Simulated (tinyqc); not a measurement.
MP2 on RHF in the sto-3g basis, frozen core, for H2F+, spin multiplicity 1, step by step. One step of it, computed by the program tinyqc.

Problem. Iteration 9 (converged): orbitals. Diagonalise F' = X^T F X, C = X C', fill 5 alpha and 5 beta electrons from the bottom; D = 2 C_occ C_occ^T. Each column has its largest component positive (the first on a tie).

converged F (hartree):
```
             1F 1s      1F 2s     1F 2px     1F 2py     1F 2pz      2H 1s      3H 1s
1F 1s   -26.525914  -6.765868   0.000000   0.000000  -0.018512  -0.789112  -0.789112
1F 2s    -6.765868  -3.538230   0.000000   0.000000  -0.068771  -0.877068  -0.877068
1F 2px    0.000000   0.000000  -0.967780   0.000000   0.000000   0.000000   0.000000
1F 2py    0.000000   0.000000   0.000000  -0.851448   0.000000  -0.458155   0.458155
1F 2pz   -0.018512  -0.068771   0.000000   0.000000  -0.903692  -0.312815  -0.312815
2H 1s    -0.789112  -0.877068   0.000000  -0.458155  -0.312815  -0.657176  -0.194513
3H 1s    -0.789112  -0.877068   0.000000   0.458155  -0.312815  -0.194513  -0.657176
```

X:
```
            1F 1s      1F 2s    1F 2px     1F 2py     1F 2pz      2H 1s      3H 1s
1F 1s    1.023263  -0.131925  0.000000   0.000000  -0.003613   0.014963   0.014963
1F 2s   -0.131925   1.097975  0.000000   0.000000   0.032289  -0.161328  -0.161328
1F 2px   0.000000   0.000000  1.000000   0.000000   0.000000   0.000000   0.000000
1F 2py   0.000000   0.000000  0.000000   1.044908   0.000000  -0.131553   0.131553
1F 2pz  -0.003613   0.032289  0.000000   0.000000   1.013753  -0.068998  -0.068998
2H 1s    0.014963  -0.161328  0.000000  -0.131553  -0.068998   1.069734  -0.044485
3H 1s    0.014963  -0.161328  0.000000   0.131553  -0.068998  -0.044485   1.069734
```

Give: F' = X^T F X; orbital energies; coefficients C; D after iteration 9.

Solution.

F' = X^T F X (hartree):
```
          1        2        3        4        5        6        7
1  -26.0510  -3.4250   0.0000   0.0000  -0.0335  -0.0674  -0.0674
2   -3.4250  -2.2563   0.0000   0.0000   0.0254  -0.3675  -0.3675
3    0.0000   0.0000  -0.9678   0.0000   0.0000   0.0000   0.0000
4    0.0000   0.0000   0.0000  -0.6937   0.0000  -0.3644   0.3644
5   -0.0335   0.0254   0.0000   0.0000  -0.8491  -0.2249  -0.2249
6   -0.0674  -0.3675   0.0000  -0.3644  -0.2249  -0.3762  -0.0410
7   -0.0674  -0.3675   0.0000   0.3644  -0.2249  -0.0410  -0.3762
```

orbital energies (hartree): MO1 -26.5352, MO2 -1.9431, MO3 -1.0601, MO4 -0.9772, MO5 -0.9678, MO6 -0.1180, MO7 0.0312

coefficients C:
```
            MO1      MO2      MO3      MO4     MO5      MO6      MO7
1F 1s    0.9949  -0.2538   0.0000   0.0521  0.0000   0.0896   0.0000
1F 2s    0.0215   0.9715   0.0000  -0.2580  0.0000  -0.5150   0.0000
1F 2px   0.0000   0.0000   0.0000   0.0000  1.0000   0.0000   0.0000
1F 2py   0.0000   0.0000   0.7438   0.0000  0.0000   0.0000   0.7571
1F 2pz   0.0016   0.0684   0.0000   0.8892  0.0000  -0.4929   0.0000
2H 1s   -0.0032   0.0775   0.3493   0.2223  0.0000   0.7079  -0.7184
3H 1s   -0.0032   0.0775  -0.3493   0.2223  0.0000   0.7079   0.7184
```

D after iteration 9:
```
          1F 1s    1F 2s  1F 2px   1F 2py   1F 2pz    2H 1s    3H 1s
1F 1s    2.1138  -0.4773  0.0000   0.0000   0.0610  -0.0225  -0.0225
1F 2s   -0.4773   2.0216  0.0000   0.0000  -0.3258   0.0357   0.0357
1F 2px   0.0000   0.0000  2.0000   0.0000   0.0000   0.0000   0.0000
1F 2py   0.0000   0.0000  0.0000   1.1065   0.0000   0.5196  -0.5196
1F 2pz   0.0610  -0.3258  0.0000   0.0000   1.5907   0.4059   0.4059
2H 1s   -0.0225   0.0357  0.0000   0.5196   0.4059   0.3549  -0.1332
3H 1s   -0.0225   0.0357  0.0000  -0.5196   0.4059  -0.1332   0.3549
```
